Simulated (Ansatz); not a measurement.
C$_{4}$H$_{7}$FS (`C/C=C(\F)SC`), relaxed with RKS PBE-D4/def2-SVP in the Gaussian-basis code of Ansatz from a rough embedded geometry. The force threshold is 0.03 eV/Å; the program also tests the step.

Charge 0, multiplicity 1.

Start:

```xyz
13

C     1.450    1.834   -0.935
C     1.183    0.349   -0.596
C     0.075   -0.119    0.024
F    -0.860    0.746    0.287
S    -0.137   -1.795    0.295
C    -1.783   -1.781    1.073
H     0.623    2.431   -0.589
H     2.368    2.096   -0.407
H     1.542    1.921   -1.981
H     1.945   -0.346   -0.910
H    -2.103   -2.783    1.334
H    -2.539   -1.356    0.366
H    -1.762   -1.196    2.040
```

```csv
step,energy (eV),largest force (eV/Å),largest move (Å)
1,-17792.0018,2.503,0.000
2,-17792.3051,1.334,0.125
3,-17792.3681,0.574,0.139
4,-17792.3985,0.256,0.065
5,-17792.3994,0.107,0.068
6,-17792.4027,0.044,0.023
7,-17792.4054,0.045,0.057
8,-17792.4087,0.083,0.049
9,-17792.4105,0.557,0.195
10,-17792.4526,0.367,0.200
11,-17792.4654,0.325,0.138
12,-17792.4715,0.213,0.116
13,-17792.4751,0.186,0.072
14 (rejected),-17792.4644,0.313,0.176
15,-17792.4800,0.048,0.061
16,-17792.4803,0.016,0.016
```

End:

```xyz
13

C     1.464    1.791   -0.864
C     1.138    0.367   -0.533
C    -0.112   -0.108   -0.353
F    -1.183    0.730   -0.366
S    -0.520   -1.816   -0.211
C    -1.678   -1.769    1.203
H     0.553    2.417   -0.898
H     2.160    2.229   -0.117
H     1.974    1.868   -1.850
H     1.954   -0.366   -0.447
H    -2.103   -2.787    1.288
H    -2.494   -1.049    1.005
H    -1.154   -1.508    2.144
```

Run time 29 s (2 threads of an AMD EPYC 7R13 on a shared host); peak host memory 0.22 GiB.
